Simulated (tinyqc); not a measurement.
Worked calculation: UHF in the sto-3g basis, for BH, spin multiplicity 1. This run ends on a higher stationary point, not on the lowest solution. Computed by tinyqc, a small Python program that keeps every step (integrals from PySCF). Settings: charge = 0, multiplicity = 1, basis = sto-3g, energy threshold = 1e-08, iteration cap = 57, orthogonalisation = symmetric, start = Wolfsberg-Helmholz matrix, DIIS depth = 4, method = UHF, break = 0.2. Command: `OMP_NUM_THREADS=1 python tinyqc.py 27311 27312 out.jsonl` (the two numbers bound the seeds that draw the settings). One thread of a shared host (Intel(R) Xeon(R) Processor @ 2.60GHz), about 0.1 s of CPU time with the checks.

Geometry (angstrom):
```
atom        x        y        z
B     0.00000  0.00000  0.00000
H     0.00000  0.00000  1.56400
```

Stop when the energy changes by less than 1e-08 hartree and every element of the error matrix X^T (F D S - S D F) X (for each spin) is below 3e-05.

Course of the cycle:
```
iteration  E (hartree)     change  largest element of the error matrix
1          -24.2003635          -                             1.92e-01
2          -24.3655979  -1.65e-01                             4.84e-02
3          -24.4116858  -4.61e-02                             3.02e-02
4          -24.4303845  -1.87e-02                             3.15e-02
5          -24.4390904  -8.71e-03                             2.93e-02
6          -24.4500387  -1.09e-02                             2.21e-02
7          -24.4581838  -8.15e-03                             7.17e-03
8          -24.4590076  -8.24e-04                             2.64e-04
9          -24.4590087  -1.08e-06                             3.37e-05
10         -24.4590087  -1.57e-08                             1.20e-05
11         -24.4590087  -2.28e-09                             2.08e-08
```

Can the last value be used, and what does the course show?

No, though the log alone does not show it. Converged in 11 iterations. But the solution lies 0.25648 hartree above the reference: it is another stationary point, not the lowest one. Reruns (cap 100 unless said): DIIS 8: converged in 11 to a higher stationary point; damping 0.5: converged in 71 to a higher stationary point; level shift 0.5: converged in 68 to a higher stationary point; atomic densities as start, DIIS 8: converged in 7 to a higher stationary point. PySCF UHF in the same basis, after a stability check = -24.7154844 hartree.
